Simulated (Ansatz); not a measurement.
## Worked example: GeAsH₃ (H-bridged), triplet against GeAsH3 (H-bridged), singlet

Geometry (PBE0/def2-TZVP stationary point of a singlet), kept for both states (GeAsH3 (H-bridged), singlet: A'; GeAsH3 (H-bridged), triplet: A''):

```xyz
5

Ge   -0.0184    0.0000    1.1160
As   -0.0047    0.0000   -1.1350
H     1.3379    0.0000   -0.1370
H     0.1701    1.2375    2.0381
H     0.1701   -1.2375    2.0381
```

Basis cc-pVTZ; Ansatz 0.2.0. Correlated methods freeze the noble-gas cores and the filled d shells of p-block atoms. R marks a restricted (for open shells ROHF) determinant, U an unrestricted one. No spin–orbit coupling is included, and no scalar relativity.

Full CI isn't at hand for all of this; UCCSDT(Q) serves as the reference, and is uncertain by about the last step of the cluster series.

| level | E(GeAsH3 (H-bridged), singlet) (hartree) | E(GeAsH3 (H-bridged), triplet) (hartree) |
| --- | --- | --- |
| UHF | -4311.324966 | -4311.300123 |
| UMP2 | -4311.573630 | -4311.529346 |
| UCCSD(T) | -4311.620181 | -4311.579335 |
| PBE | -4314.038404 | -4314.004620 |
| B3LYP | -4314.786828 | -4314.749434 |
| UCCSDT(Q) | -4311.622189 | -4311.581566 |

Task: Give the vertical gap, GeAsH3 (H-bridged) triplet less GeAsH3 (H-bridged) singlet, at each level in eV (1 hartree = 27.2114 eV), and each error against UCCSDT(Q).

Result: UCCSDT(Q): (-4311.581566 − (-4311.622189)) × 27.2114 = 1.105 eV (the reference)
B3LYP: (-4314.749434 − (-4314.786828)) × 27.2114 = 1.018 eV, error -0.087 eV
PBE: (-4314.004620 − (-4314.038404)) × 27.2114 = 0.919 eV, error -0.186 eV
UCCSD(T): (-4311.579335 − (-4311.620181)) × 27.2114 = 1.111 eV, error 0.006 eV
UMP2: (-4311.529346 − (-4311.573630)) × 27.2114 = 1.205 eV, error 0.100 eV
UHF: (-4311.300123 − (-4311.324966)) × 27.2114 = 0.676 eV, error -0.429 eV

Total energies of functionals can't be set beside those of wave-function methods, since they hold the core's correlation and their own absolute errors; only the differences compare.

Each level lands on the state that its own search finds. T1 diagnostics of restricted CCSD: 0.015 and 0.028.
